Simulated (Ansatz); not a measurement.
Bismuth, A7 rhombohedral: convergence with Gaussian smearing

Computed with Ansatz, LDA, scalar-relativistic PAW, on the relaxed cell (a = 4.490 Å, c = 11.517 Å (c/a = 2.565); spin not included). Errors count from a run at 420 eV on a Γ-centred 14×14×14 mesh with Fermi-Dirac smearing of 0.1 eV, extrapolated to zero width. Fixed here: cutoff 420 eV, mesh 9×9×9. The SCF starts from atomic densities corrected by a trained network.

```csv
width (eV),E(σ→0) error (meV/atom),F error (meV/atom),P (GPa),SCF iterations
0.01,-5.9,-5.9,-0.01,6
0.03,-5.9,-5.9,-0.01,6
0.1,-6.0,-6.2,-0.01,6
0.2,-6.0,-7.0,0.00,6
0.3,-5.0,-8.6,0.00,6
0.6,4.4,-27.0,0.12,6
1.0,23.1,-95.2,0.56,6
```
